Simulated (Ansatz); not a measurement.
**C₂H₅Si radical: a ladder of functionals and wavefunction methods**

One table from this session's results is given with a row withheld; the runs are named, their logs left out.

The runs use Ansatz 0.2.0, Gaussian basis; functionals in def2-TZVPP, the program's frozen cores in correlated methods.

Plan: LDA (SPW92), PBE-D4, revPBE-D4, BLYP-D4, r2SCAN-D4, B97M-V, PBE0-D4, B3LYP-D4, r2SCANh-D4, r2SCAN0-D4, HSE06-D4, BHLYP-D4, CAM-B3LYP-D4, LC-ωPBE, ωB97X-V, ωB97M-V, B2PLYP, PBE-QIDH; CCSD(T)/def2-SVP; CCSD(T)/def2-TZVPP; CCSD(T)/def2-QZVPP; extrapolation to the limit; RPA on PBE.

### The relaxed structure

All runs share one geometry, relaxed beforehand with PBE0-D4 in a triple-zeta def2 set.

SMILES `[CH]=C[SiH3]`, 8 atoms, charge 0, spin multiplicity 2.

Atoms are counted from 1 here; the program's logs count them from 0.

Bond lengths: C1–C2 1.302 Å, C1–H4 1.082 Å, C2–Si3 1.869 Å, C2–H5 1.098 Å, Si3–H6 1.488 Å, Si3–H7 1.488 Å, Si3–H8 1.483 Å. Angles: C2–C1–H4 139.4°, C1–C2–Si3 122.1°, C1–C2–H5 119.7°, Si3–C2–H5 118.2°, C2–Si3–H6 109.9°, C2–Si3–H7 109.8°, C2–Si3–H8 109.7°, H6–Si3–H7 107.8°, H6–Si3–H8 109.8°, H7–Si3–H8 109.8°.

The first run:

File in.yaml:

```yaml
crystal:
  periodic: [false, false, false]
  atoms:
    - {symbol: C, position_ang: [-1.220677, 0.231708, -1.171380]}
    - {symbol: C, position_ang: [-0.100542, 0.518421, -0.572082]}
    - {symbol: Si, position_ang: [0.551702, -0.497669, 0.854169]}
    - {symbol: H, position_ang: [-1.837933, 0.600214, -1.979882]}
    - {symbol: H, position_ang: [0.488599, 1.382819, -0.904110]}
    - {symbol: H, position_ang: [0.703571, 0.361691, 2.059083]}
    - {symbol: H, position_ang: [1.892549, -1.044645, 0.513129]}
    - {symbol: H, position_ang: [-0.385168, -1.609639, 1.145372]}
basis:
  gaussian: {orbitals: def2-TZVPP}
magnetization: {spin_polarized: true, initial_magnetization: 1}
hamiltonian: {xc: lda}
output: {orbitals: {seedname: orbitals}}
```

On the command line:

```sh
ansatz run in.yaml --threads 2 --pin off --events-out ev --progress --plain --max-ram 22528MiB --backend cpu
```

Steps of the session up to this table: LDA; PBE-D4 (GGA); revPBE-D4 (GGA); BLYP-D4 (GGA); r2SCAN-D4 (meta-GGA); B97M-V (meta-GGA); B3LYP-D4 (hybrid); r2SCANh-D4 (hybrid); r2SCAN0-D4 (hybrid); HSE06-D4 (hybrid); BHLYP-D4 (hybrid); CAM-B3LYP-D4 (range-separated); LC-ωPBE (range-separated); ωB97X-V (range-separated); ωB97M-V (range-separated); B2PLYP (double hybrid); PBE-QIDH (double hybrid).

One table of the session follows, with a row left open; its other results are not shown here.

It belongs to the step «Orbital energies across the functionals». 

```
  functional  HOMO (eV)  LUMO (eV)  gap (eV)
 LDA (SPW92)          ?          ?         ?
      PBE-D4      -5.26      -3.08      2.18
   revPBE-D4      -5.24      -2.93      2.31
     BLYP-D4      -5.09      -3.13      1.96
   r2SCAN-D4      -5.71      -2.35      3.36
      B97M-V      -5.56      -2.88      2.69
     PBE0-D4      -6.69      -1.83      4.85
    B3LYP-D4      -6.38      -2.34      4.04
  r2SCANh-D4      -6.24      -1.94      4.30
  r2SCAN0-D4      -7.02      -1.33      5.69
    HSE06-D4      -6.28      -2.23      4.06
    BHLYP-D4      -7.97      -0.77      7.20
CAM-B3LYP-D4      -8.01      -0.87      7.15
     LC-ωPBE      -9.48       0.70     10.18
     ωB97X-V      -8.95       0.11      9.06
     ωB97M-V      -8.69      -0.03      8.67
```

Q: Estimate the row for LDA (SPW92) from the others.

**Answer.** HOMO (eV): -5.17; LUMO (eV): -3.58; gap (eV): 1.59. In the column «HOMO (eV)» it lies between revPBE-D4 (-5.24) and BLYP-D4 (-5.09).
